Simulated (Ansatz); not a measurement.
## Structure relaxation of NbCl

Level of theory: DFT PBE, scalar-relativistic, plane waves, PAW in Ansatz 0.2.0. Cutoff 420 eV, Γ-centred k mesh, Gaussian smearing, no spin polarisation in the final step.

NbCl was placed on the AuCd (B19) structure type (Pmma, No. 51), with Nb in place of Cd, Cl in place of Au, at a guessed volume.

```
CELL_PARAMETERS angstrom
4.98713 0.00000 0.00000
0.00000 3.30031 0.00000
0.00000 0.00000 5.09191
ATOMIC_POSITIONS crystal
Nb 0.75000 0.00000 0.68700
Nb 0.25000 0.00000 0.31300
Cl 0.75000 0.50000 0.18800
Cl 0.25000 0.50000 0.81200
```

Cell and atoms relax at zero pressure; the relaxation can't lower the symmetry of the start. After a coarse first stage the cell is made exact in the group found at 0.06 Å.

Energies over the elements count from the elements' standard structures at the same level (Cl₂ as a molecule), with no empirical corrections.

Question: Which crystal results?

Answer: It keeps Pmma (No. 51), but not the shape of the type it started on. Conventional cell: a = 3.171 Å, b = 3.024 Å, c = 9.398 Å. Nb is coordinated by 4 Cl at 2.69 Å, 2 Nb at 2.70 Å and 4 Nb at 3.02–3.17 Å; Cl has 4 Nb at 2.69 Å and 4 Cl at 3.02–3.17 Å.

Space group Pmma (No. 51). a = 3.171 Å, b = 3.024 Å, c = 9.398 Å, α = 90.00°, β = 90.00°, γ = 90.00°
```json
{"atom": "Nb", "site": "2e", "symmetry": "mm2", "x": "0.7500", "y": "0.0000", "z": "0.6161"}
{"atom": "Cl", "site": "2f", "symmetry": "mm2", "x": "0.7500", "y": "0.5000", "z": "0.2177"}
```

Question: What are its volume, energy, density and gap?

Answer: The volume per atom is 22.5 Å³ and the density is 4.7 g/cm³. The energy over the elements is -0.43 eV/atom and the gap on the 14×16×6 mesh is 0 eV (a metal).

The final run used a 14×16×6 mesh on its 4-atom cell and 0.10 eV smearing. For metals, differences of a few meV/atom aren't resolved. No dispersion correction is applied, so the spacing between layers, chains or molecules is poorly fixed, and with it the volume and density. Symmetry constrained the relaxation, so the result can be a saddle point.

Cost: 4 runs of about 2.8 core-minutes in all, on Intel Xeon 6975P-C (Granite Rapids) (shared hosts).